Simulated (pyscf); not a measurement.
**•H₂C–NH₂ (SMILES [CH2]N), doublet**

Gas-phase minimum from PySCF at ωB97X-D3(BJ)/def2-SVP, one conformer. Other isomers of •H₂C–NH₂ were not searched in full and may lie lower. 

```
C
N 1 1.3935
H 2 1.0154 1 115.39
H 2 1.0154 3 111.07 1 133.75
H 1 1.0941 2 116.46 3 -40.84
H 1 1.0941 5 118.04 2 146.01
```
Charge 0, spin multiplicity 2.

Properties at ωB97X-D3(BJ)/def2-SVP:

```json
{
  "harmonic_wavenumbers_unscaled": "452, 630, 697, 938, 1263, 1315, 1473, 1636, 3161, 3282, 3587, 3691 cm⁻¹",
  "zero_point_energy": "31.6 kcal/mol",
  "rotational_symmetry_number": "1",
  "Entropy of this conformer at 298 K and 1 atm, rigid rotor and harmonic oscillator, modes under 100 cm⁻¹ raised to 100": "242.6 J/(mol K)",
  "dipole_moment": "1.25 D",
  "Spin expectation value S2": "0.753"
}
```

Single-point totals, which compare only within one level (frozen core for MP2 and CC):

```tsv
level	total energy (hartree)
ωB97X-D3(BJ)/def2-TZVP	-95.27800
PBE/def2-TZVP	-95.11444
r²SCAN/def2-TZVP	-95.18216
B3LYP-D3(BJ)/def2-TZVP	-95.24878
PBE0-D3(BJ)/def2-TZVP	-95.12596
M06-2X/def2-TZVP	-95.18649
ωB97M-D3(BJ)/def2-TZVP	-95.25823
UHF/def2-TZVPP	-94.63378
MP2/def2-TZVPP	-95.00304
CCSD/def2-TZVPP	-95.02718
CCSD(T)/def2-TZVPP	-95.04129
```

The CCSD(T) − MP2 part came from Ansatz, without density fitting, on the same reference.
